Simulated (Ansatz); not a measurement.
Relaxation of C2H2ClN (6 atoms, charge 0, multiplicity 1), to a largest force component of 0.02 eV/Å in at most 50 steps.

Level of theory: UHF/def2-SVP in Ansatz.

```xyz
6
Properties=species:S:1:pos:R:3
N 0.585 0.702 -1.328
C 0.246 0.317 -0.287
C -0.089 -0.139 0.869
Cl -1.083 -1.426 0.992
H 0.053 0.239 -2.112
H -0.544 0.894 0.193
```

Task: Where does it end, and by what steps?

Result: The run converged. After 17 steps the energy has fallen by 5.212 eV; H6 moved furthest, 0.97 Å. The start is strongly strained (largest force component 8 eV/Å), so its close contacts needn't be bonds. Parted: C2–H6 (1.09 → 2.08 Å).

```csv
step,energy less start (eV),largest force component (eV/Å),accepted
0,0.0000,8.404,yes
1,-1.4624,3.009,yes
2,-2.4334,3.926,yes
3,-3.3529,2.505,yes
4,-4.0372,2.431,yes
5,-4.6540,2.512,yes
6,-4.8620,2.599,yes
7,-5.1513,1.724,yes
8,-4.7443,2.050,no
9,-5.1638,2.064,yes
10,-5.1824,0.789,yes
11,-5.2006,0.766,yes
12,-5.2021,0.694,yes
13,-5.1989,0.285,no
14,-5.2118,0.037,yes
15,-5.2119,0.024,yes
16,-5.2119,0.027,yes
17,-5.2120,0.016,yes
```

```xyz
6
Properties=species:S:1:pos:R:3
N 0.881 0.408 -1.519
C 0.173 0.244 -0.554
C -0.520 0.085 0.540
Cl -0.846 -1.492 1.191
H 0.406 0.417 -2.410
H -0.926 0.925 1.080
```

Whether the end is a true minimum wasn't checked by a vibrational analysis.

Time of the run: 22 s on 1 thread of Arm Neoverse V2, on a shared host, peak memory 0.14 GiB.
